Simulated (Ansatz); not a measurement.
# C3H4FN: one species, many methods

An exercise on one series of results from a longer session: the logs are not shown, and one member is left open.

Method: functionals in def2-TZVPP, the program's frozen cores in correlated methods; program: Ansatz 0.2.0, Gaussian basis.

The runs, in order: LDA (SPW92), PBE-D4, revPBE-D4, BLYP-D4, r2SCAN-D4, B97M-V, PBE0-D4, B3LYP-D4, r2SCANh-D4, r2SCAN0-D4, HSE06-D4, BHLYP-D4, CAM-B3LYP-D4, LC-ωPBE, ωB97X-V, ωB97M-V, B2PLYP, PBE-QIDH; CCSD(T)/def2-SVP; CCSD(T)/def2-TZVPP; MP2/def2-QZVPP; extrapolation to the limit; RPA on PBE.

## The relaxed structure

The geometry comes from an earlier relaxation with PBE0-D4 in a triple-zeta def2 set; it is a stationary point, not always the lowest conformer.

SMILES `C=CC(=N)F`, 9 atoms, charge 0, spin multiplicity 1.

Atoms are counted from 1 here; the program's logs count them from 0.

Bond lengths: C1–C2 1.328 Å, C1–H6 1.083 Å, C1–H7 1.083 Å, C2–C3 1.457 Å, C2–H8 1.083 Å, C3–N4 1.251 Å, C3–F5 1.351 Å, N4–H9 1.018 Å. Angles: C2–C1–H6 120.9°, C2–C1–H7 121.5°, H6–C1–H7 117.6°, C1–C2–C3 123.8°, C1–C2–H8 122.2°, C3–C2–H8 114.0°, C2–C3–N4 124.1°, C2–C3–F5 113.6°, N4–C3–F5 122.3°, C3–N4–H9 111.6°.

The first run:

in.yaml reads:

```yaml
crystal:
  periodic: [false, false, false]
  atoms:
    - {symbol: C, position_ang: [-0.024521, 0.153177, -1.566070]}
    - {symbol: C, position_ang: [0.150071, -0.509522, -0.429004]}
    - {symbol: C, position_ang: [-0.019979, 0.085261, 0.889933]}
    - {symbol: N, position_ang: [0.143416, -0.534126, 1.965060]}
    - {symbol: F, position_ang: [-0.376043, 1.387941, 0.854833]}
    - {symbol: H, position_ang: [0.114720, -0.336239, -2.521989]}
    - {symbol: H, position_ang: [-0.310015, 1.197957, -1.573280]}
    - {symbol: H, position_ang: [0.435472, -1.554238, -0.408645]}
    - {symbol: H, position_ang: [-0.024522, 0.063390, 2.771964]}
basis:
  gaussian: {orbitals: def2-TZVPP}
hamiltonian: {xc: lda}
output: {orbitals: {seedname: orbitals}}
```

Steps of the session up to this table: LDA; PBE-D4 (GGA); revPBE-D4 (GGA); BLYP-D4 (GGA); r2SCAN-D4 (meta-GGA); B97M-V (meta-GGA); PBE0-D4 (hybrid); B3LYP-D4 (hybrid); r2SCANh-D4 (hybrid); r2SCAN0-D4 (hybrid); HSE06-D4 (hybrid); BHLYP-D4 (hybrid); CAM-B3LYP-D4 (range-separated); LC-ωPBE (range-separated); ωB97X-V (range-separated); ωB97M-V (range-separated); B2PLYP (double hybrid); PBE-QIDH (double hybrid).

One of the session's tables, all rows but one given; the rest of the session is left out.

It belongs to the step «Orbital energies across the functionals». 

```
  functional  HOMO (eV)  LUMO (eV)  gap (eV)
 LDA (SPW92)      -7.20      -2.70      4.49
      PBE-D4      -6.99      -2.45      4.54
   revPBE-D4      -6.91      -2.36      4.55
     BLYP-D4      -6.82      -2.31      4.51
   r2SCAN-D4      -7.19      -2.30      4.89
      B97M-V      -7.16      -2.19      4.97
     PBE0-D4      -8.10      -1.48      6.62
    B3LYP-D4      -7.88      -1.71      6.17
  r2SCANh-D4      -7.62      -1.94      5.67
  r2SCAN0-D4          ?          ?         ?
    HSE06-D4      -7.70      -1.86      5.84
    BHLYP-D4      -9.05      -0.37      8.68
CAM-B3LYP-D4      -9.40      -0.34      9.06
     LC-ωPBE     -10.79       0.81     11.60
     ωB97X-V     -10.37       0.77     11.13
     ωB97M-V     -10.27       0.69     10.96
```

Estimate the missing values for r2SCAN0-D4.

Worked estimate for «HOMO (eV)». Against the share of exact exchange, r2SCAN-D4 (0, -7.19), r2SCANh-D4 (0.1, -7.62) give a slope of -4.30 per unit share; at 0.25 the line stands at -8.26.

The run gave: HOMO (eV): -8.25; LUMO (eV): -1.40; gap (eV): 6.85. In «HOMO (eV)» the line misses by -0.01.
